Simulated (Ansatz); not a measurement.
## SiO2: computed properties

Method: Ansatz 0.2.0, DFT LDA, scalar-relativistic, plane waves, PAW.

Cutoff 420 eV; k points 4×4×4 on the computed 24-atom cell (Γ-centred); Gaussian smearing, width 0.02 eV; no spin polarisation.

The structure is relaxed at this level of theory with its symmetry kept. This form isn't the usual stable structure of the compound.

```
CELL_PARAMETERS angstrom
-4.92665 4.92665 4.92665
4.92665 -4.92665 4.92665
4.92665 4.92665 -4.92665
ATOMIC_POSITIONS crystal
Si 0.31362 0.31362 0.31362
Si 0.00000 0.31362 0.00000
Si 0.00000 0.00000 0.31362
Si 0.31362 0.00000 0.00000
Si 0.00000 0.00000 0.68638
Si 0.68638 0.00000 0.00000
Si 0.00000 0.68638 0.00000
Si 0.68638 0.68638 0.68638
O 0.50000 0.50000 0.50000
O 0.00000 0.50000 0.00000
O 0.00000 0.00000 0.50000
O 0.50000 0.00000 0.00000
O 0.18900 0.18900 0.37800
O 0.18900 0.37800 0.18900
O 0.81100 0.00000 0.18900
O 0.00000 0.81100 0.18900
O 0.37800 0.18900 0.18900
O 0.18900 0.81100 0.00000
O 0.81100 0.18900 0.00000
O 0.18900 0.00000 0.81100
O 0.62200 0.81100 0.81100
O 0.81100 0.62200 0.81100
O 0.00000 0.18900 0.81100
O 0.81100 0.81100 0.62200
```

Formation energy from the elements' standard states (uncorrected)?

-3.091 eV/atom.

Kohn–Sham band gap?

5.53 eV, indirect from (-0.042, -0.042, 0.042) to Γ.

Löwdin character of the top 1 eV of the valence band?

O 2p 98 %.

Electron masses at the edge by Cartesian direction of the standard setting (m_e; degenerate bands sorted by energy; no spin-orbit coupling)?

x: 0.69; y: 0.69; z: 0.69.

Hole masses at the edge by Cartesian direction of the standard setting (m_e; degenerate bands sorted by energy; no spin-orbit coupling)?

x: over 30; y: over 30; z: over 30.

Bulk modulus?

101 GPa.

Its pressure derivative?

3.1.

Electronic dielectric constant xx, yy, zz of the standard setting (independent particles)?

2.0, 2.0, 2.0.

Cost: 12 runs of about 30 core-minutes in all, on Oxide Virtual Turin-like Processor (Zen 5) (shared hosts).